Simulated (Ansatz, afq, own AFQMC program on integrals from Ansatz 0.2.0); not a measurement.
CH₄, singlet: AFQMC among the cluster methods

```json
{"atom": "C", "x (Å)": "0.0000", "y (Å)": "0.0000", "z (Å)": "0.0000"}
{"atom": "H", "x (Å)": "1.1154", "y (Å)": "1.1189", "z (Å)": "1.1175"}
{"atom": "H", "x (Å)": "-1.1217", "y (Å)": "-1.1131", "z (Å)": "1.1170"}
{"atom": "H", "x (Å)": "-1.1128", "y (Å)": "1.1156", "z (Å)": "-1.1233"}
{"atom": "H", "x (Å)": "1.1191", "y (Å)": "-1.1214", "z (Å)": "-1.1112"}
```

Basis 6-31G. Noble-gas cores (and the filled d shells of Ga–Kr and In–Xe) are frozen. Integrals, coupled cluster, full CI and functionals: Ansatz 0.2.0; the random walks run on the same integrals in our own AFQMC program. The CISD trial takes its coefficients from CCSD amplitudes. Released means that phaseless walkers are propagated on without the constraint, phases kept. Uncertainties: one standard error, sampling alone.

Determinant: UHF, the one that the program's search chose, which needn't be the lowest solution. The geometry is a point of a scan.

Full CI on the same integrals is exact in this basis and with this determinant's frozen core.

Cautions: strong correlation (T1 0.186, weight of the determinant 0.41, largest double 0.23); (T) is large, 9 % of the CCSD correlation; unrestricted determinant spin contaminated (⟨S²⟩ 2.24 against 0.00); CCSD(T) is in doubt: in a space of 8 electrons in 8 natural orbitals full CI lies 406 meV below it; the released energy hasn't reached full CI (98 meV above it at 2.40 1/Eh), so no released level is given (meV from the phaseless value at times in 1/Eh: -29 ± 10 at 0.24, -57 ± 9 at 0.51, -90 ± 7 at 0.99, -136 ± 11 at 1.62, -126 ± 7 at 2.40).

The T1 diagnostic is 0.1860. The weight of the determinant in the CISD state is 0.413. The ⟨S²⟩ of the determinant is 2.244 and the size of the correlated space is 8 electrons in 16 orbitals.

Reference: full CI, correlation energy -4.370 eV. The cautions show a poor starting determinant, so the rows tell how each method copes with it here, and full CI is the sure value.

```tsv
level	E − E(reference) (meV)	share of correlation (%)
HF	4370.3	0.00
MP2	3132.5	28.32
CCSD	759.2	82.63
CCSD(T)	435.6	90.03
CCSDT	81.7	98.13
CCSDT(Q)	1.6	99.96
CCSDTQ	11.8	99.73
ph-AFQMC/CISD	224.1 ± 8.9	94.87
```

CCSDT and higher add their correlation energy to the determinant of the CCSD(T) run, since their own runs factorise the integrals more tightly (a shift of under 2 meV).
